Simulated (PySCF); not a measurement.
AlN: one state, many levels of theory

State: ³Σ⁻ (triplet), unpaired electrons π ↑↑. Set-up: Al 6-311G(d,p), N 6-311G(d,p); no relativity (PySCF 2.14). De refers to Al + N in their high-spin ground configurations, without counterpoise correction. The functionals are run spin-unrestricted. A positive dipole means Al(−)N(+).

```
      Level  Re (Å)  ωe (cm⁻¹)  De (eV)  μ (D)
        UHF   1.914        652     0.89  -1.51
    UHF-MP2   1.922        646     1.94    n/a
UHF-SCS-MP2   1.926        639     1.97    n/a
   UHF-CCSD   1.928        631     1.92    n/a
UHF-CCSD(T)   1.931        625     2.00    n/a
        LDA   1.940        599     3.00  -1.31
        PBE   1.961        581     2.69  -1.31
       PW91   1.957        584     2.71  -1.34
     r²SCAN   1.941        604     2.35  -1.26
       PBE0   1.934        617     2.43  -1.38
      ωB97X   1.926        629     2.47  -1.40
     B2PLYP   1.931        622     2.35  -1.57
```

Problem. Which functional lies closest to UHF-CCSD(T) in De, which farthest, and by how much do they differ from it?

Solution. Closest is r²SCAN (+1.0 pm in Re, -3.4 % in ωe, +0.35 eV in De against UHF-CCSD(T) in the same basis), farthest LDA (+0.9 pm in Re, -4.2 % in ωe, +1.00 eV in De). CCSD(T) converges more slowly with the basis than the functionals do and binds too weakly in this one, so the order can change at the basis-set limit.

Problem. What does a quarter of exact exchange do here, going from PBE to PBE0?

Solution. PBE0 less PBE: -2.7 pm in Re, +6.2 % in ωe, -0.26 eV in De. Exact exchange removes part of the self-interaction that spreads semilocal densities, and in most molecules shortens and stiffens the bond and lowers De; so it does here.

Problem. What does the step from GGA to meta-GGA do here, going from PBE to r²SCAN?

Solution. r²SCAN less PBE: -2.0 pm in Re, +4.0 % in ωe, -0.34 eV in De. 

Correlated steps freeze 6 core orbitals. Counting both spins, an empty level lies below a filled one in some of these solutions, because spin and occupation are held. B2PLYP dipoles, levels and charges come from its SCF part alone. The state is the lowest determinant that a PBE0 search found; another state may lie lower at other levels.
